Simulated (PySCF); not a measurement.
## The first ionisation energy along group 13

All values are computed (PySCF 2.14, energy differences of UHF-based or UKS calculations, no spin-orbit coupling). Values in eV. The last column holds reference values (NIST; (s) semi-empirical, (t) theoretical, else measured). Unmarked ones compare directly (S terms, centres of terms, or small fine structure); those marked * lie between the lowest fine-structure levels and include a spin-orbit shift.

| element | configurations | UHF | PBE | r2SCAN | MP2 (valence) | CCSD (valence) | CCSD(T) (valence) | reference |
| --- | --- | --- | --- | --- | --- | --- | --- | --- |
| B (def2-QZVPPD, non-relativistic) | [He] 2s2 2p1 → [He] 2s2 | 8.043 | 8.671 | 8.766 | 8.291 | 8.193 | 8.233 | 8.297 |
| Al (def2-QZVPPD, non-relativistic) | [Ne] 3s2 3p1 → [Ne] 3s2 | 5.609 | 6.078 | 6.174 | 5.852 | 5.933 | 5.968 | 5.977 |
| Ga (def2-QZVPPD, non-relativistic) | [Ar] 3d10 4s2 4p1 → [Ar] 3d10 4s2 | 5.571 | 6.003 | 6.150 | 5.797 | 5.848 | 5.874 | 5.931 |
| Tl (def2-QZVPPD with the def2 core potential (60 electrons), ECP) | [Xe] 4f14 5d10 6s2 6p1 → [Xe] 4f14 5d10 6s2 | 5.014 | 5.426 | 5.505 | 5.203 | 5.242 | 5.258 | 5.464 |

Question: Fill in the row of In (def2-QZVPPD with the def2 core potential (28 electrons), ECP) ([Kr] 4d10 5s2 5p1 → [Kr] 4d10 5s2).

Answer: UHF 5.219; PBE 5.591; r2SCAN 5.717; MP2 (valence) 5.423; CCSD (valence) 5.471; CCSD(T) (valence) 5.494; reference 5.603 (eV).

"Valence" correlates the outer s and p shells and, in groups 3 to 12 and the f block, the outer d or f shell, open or full, or the next shell where the ion has no valence electron left; the wider scheme adds the next inner shell.
